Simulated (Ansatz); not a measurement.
System: rhombohedral A7 As. Method: PBE-D3(BJ) (Ansatz, a quantum-chemistry and plane-wave program, plane waves, PAW).

Run with plane-wave cutoff 520 eV, 18×18×18 k mesh, Fermi–Dirac smearing 0.05 eV, scalar-relativistic PAW data made under PBE.

Cell (relaxed at this level):

```cif
data_As2
_chemical_formula_sum 'As2'
_space_group_name_H-M_alt 'P 1'
_space_group_IT_number 1
_cell_length_a 4.01811
_cell_length_b 4.01811
_cell_length_c 4.01811
_cell_angle_alpha 56.165
_cell_angle_beta 56.165
_cell_angle_gamma 56.165
loop_
_space_group_symop_operation_xyz
  'x, y, z'
loop_
_atom_site_label
_atom_site_type_symbol
_atom_site_fract_x
_atom_site_fract_y
_atom_site_fract_z
_atom_site_occupancy
As1 As 0.23027 0.23027 0.23027 1
As2 As 0.76973 0.76973 0.76973 1
```

Estimate the bulk modulus and pressure derivative B′ of the bulk modulus that the calculation returns.


- bulk modulus: 48.8 GPa
- pressure derivative B′ of the bulk modulus: 7.3

The run finds no gap.

Measured, for comparison: bulk modulus 40.8 GPa (copied from a table, unchecked, extrapolated to 0 K and zero-point effects removed; as tabulated in Lejaeghere et al. (2013), arXiv:1204.2733). Computed (rounded) less measured: bulk modulus not scored (unchecked).

Note: the bulk modulus comes from volumes at which shape and atoms were relaxed.

Static lattice: no zero-point or thermal effects.

The result took roughly 9 core-minutes.
